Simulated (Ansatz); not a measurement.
Process, species as SMILES: CS (CH3-SH) → CH4S+ (doublet, bonded as SC) + e-
B3LYP-D3(BJ)/def2-TZVP geometries, fixed; electronic energies without zero-point terms.
Largest species:
```xyz
6

C     -0.0402     1.1565     0.0077
S     -0.0524    -0.6664    -0.0048
H      1.2792    -0.8404     0.0008
H     -1.0838     1.4664     0.0045
H      0.4371     1.5427     0.9058
H      0.4463     1.5550    -0.8800
```

Basis-set convergence of the adiabatic ionisation energy at HF with Ansatz (an electronic-structure program). Cartesian d functions, on some or all atoms, in 6-31+G*, 6-311+G**; all else is spherical. Open shells are unrestricted. No added dispersion term, no relativity. Functions are those of the species that has most. Reference: the value in aug-pcseg-3, 8.269 eV, itself unsure by roughly 0.002 eV (its mean distance from aug-cc-pV(Q+d)Z, def2-QZVPPD, pcseg-3). Deviations are taken from unrounded values.

```
basis              functions  adiabatic ionisation energy (eV)  minus reference (eV)
-----------------  ---------  --------------------------------  --------------------
def2-SV(P)                40                             8.391                 0.122
6-31+G*                   50                             8.386                 0.117
def2-SVP                  52                             8.346                 0.077
6-311+G**                 77                             8.355                 0.086
aug-pcseg-1               86                             8.339                 0.070
def2-TZVP                 92                             8.266                -0.004
6-311++G(2d,2p)          102                             8.292                 0.023
def2-TZVPP               129                             8.266                -0.003
6-311++G(3df,3pd)        158                             8.285                 0.016
aug-pcseg-2              188                             8.284                 0.015
def2-QZVPP               247                             8.270                 0.001
aug-pcseg-3              370                             8.269                 0.000
```

The smallest set listed that lies within 0.05 eV of the reference with all its larger relatives (same family, alike in diffuse functions; a set with none counts only in the reference's own line) is def2-TZVP (92 functions, -0.004 eV off).
